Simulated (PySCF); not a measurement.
# SiCl: bond curves at several levels of theory

What are the lowest state that PBE0 finds, the bond length, vibrational wavenumber and bond energy of SiCl, and how much do these hang on the method?

Computed with PySCF 2.14.0. Level: Si 6-311G(d,p), Cl 6-311G(d,p), no relativity.

**1. Input**

A driver script around PySCF takes these settings:

- atoms: Si, Cl
- charge: 0
- basis: Si 6-311G(d,p), Cl 6-311G(d,p)
- Hamiltonian: no relativity
- basis functions: 52
- electrons treated: 31
- masses in u: 27.9769, 34.9689
- levels: PBE0, PBE, r²SCAN, M06, LDA, revPBE, LC-ωPBE, HF, MP2, SCS-MP2, CCSD, CCSD(T)
- grid: 80 radial by 434 angular points
- occupations: held fixed by the projection of orbital angular momentum
- dissociation limit: Si + Cl, each in its ground configuration
- starting distance in angstrom: 2.085
- values of 2S to try: 1, 3

Command:

```
$ OMP_NUM_THREADS=1 python dia.py task.json out
```

The runs that follow: First curve: PBE0; Other states along the same grid; PBE; r²SCAN (meta-GGA); M06; LDA (local density); revPBE; LC-ωPBE (range-separated hybrid); UHF; MP2 and coupled cluster.

Q: Predict the outcome of this session. Wanted: for each run, Re; ωe; De; μ.

As calculated:

Lowest PBE0 solution found, without spin–orbit coupling: ²Π (doublet), unpaired electrons π ↑. State 2 has its PBE0 minimum 2.92 eV higher. The other levels ran on the lowest alone.

```csv
level,Re (Å),ωe (cm⁻¹),De (eV),μ (D)
UHF,2.091,517,2.82,-1.77
UHF-MP2,2.074,528,3.86,n/a
UHF-SCS-MP2,2.081,521,3.75,n/a
UHF-CCSD,2.079,524,3.67,n/a
UHF-CCSD(T),2.082,520,3.78,n/a
LDA,2.079,514,4.98,-1.05
PBE,2.104,494,4.37,-1.20
revPBE,2.112,488,4.17,-1.22
r²SCAN,2.088,510,4.28,-1.13
PBE0,2.083,517,4.21,-1.28
M06,2.086,517,4.40,-1.32
LC-ωPBE,2.063,541,4.02,-1.31
```

De is counted to Si + Cl in their ground configurations. A positive dipole means Si(−)Cl(+).

Differences from CCSD(T) in the same basis:

```csv
level,Re (mÅ),ωe (%)
UHF,+8,-0.6
UHF-MP2,-8,+1.7
UHF-SCS-MP2,-1,+0.2
UHF-CCSD,-3,+0.8
LDA,-3,-1.1
PBE,+22,-5.0
revPBE,+30,-6.1
r²SCAN,+6,-1.9
PBE0,+1,-0.5
M06,+4,-0.5
LC-ωPBE,-19,+4.2
```

In words: Judged by CCSD(T) in the same basis: best bond length UHF-SCS-MP2 and PBE0 (1 mÅ off), worst revPBE (+30 mÅ); best wavenumber UHF-SCS-MP2 (+0.2 %), worst revPBE (-6.1 %). CCSD(T) in a basis this small is itself some way from its limit, more so than the functionals. Of the levels with a De here, UHF gives the least (2.82 eV) and LDA the most (4.98 eV).

Correlated steps freeze 10 core orbitals.
